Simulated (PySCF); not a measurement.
cyanomethyl formate, C3H3NO2, SMILES N#CCOC=O, point group C1.

Force field and properties: PBE0/pcSseg-1 (PySCF, grid level 2). Vibrational terms come from second-order perturbation theory with semi-diagonal cubic constants, by steps of ±0.6 along the normal coordinates of each isotopologue. The parent has the commonest isotopes.

Equilibrium geometry (Å):

```tsv
atom	x	y	z
N1	-1.6106	2.1192	0.4040
C2	-1.2334	1.0718	0.1093
C3	-0.7828	-0.2621	-0.2775
O4	0.5396	-0.2386	-0.8044
C5	1.5302	-0.3391	0.1029
O6	1.3777	-0.4466	1.2811
H7	-1.4208	-0.6406	-1.0797
H8	-0.8398	-0.9268	0.5914
H9	2.4943	-0.3132	-0.4278
```

(1) Give the equilibrium and ground-state rotational constants (MHz) of parent; ¹³C at 3.

(2) How is the parent's vibrational correction B0 − Be made up?

(3) And its quartic centrifugal distortion constants from the harmonic force field?

A mode lies under 250 cm⁻¹, where this perturbation treatment is rough. Internal rotors are held in one well.

Results:

(1) 
```csv
species,Ae,Be,Ce,A0,B0,C0,Δ0 (u Å²),harmonic ZPE (cm⁻¹)
parent,8144.4,2448.8,2133.9,8422.7,2356.5,2086,-32.194,13483
¹³C at 3,8021.6,2442.7,2127.4,8297.4,2350.7,2080.3,-32.971,13435
```

Δ0 = Ic − Ia − Ib from the ground-state constants.

(2) 
| axis | harmonic | Coriolis | cubic | total (MHz) |
| --- | --- | --- | --- | --- |
| a | 35.3 | -19.5 | 263 | 278 |
| b | 8.66 | -1.64 | -99.3 | -92.3 |
| c | 2.91 | -2.98 | -47.9 | -47.9 |

(3) Asymmetric top, A reduction, Ir representation: ΔJ = 10 kHz, ΔJK = -77.6 kHz, ΔK = 258 kHz, δJ = 3.34 kHz, δK = 34.8 kHz.
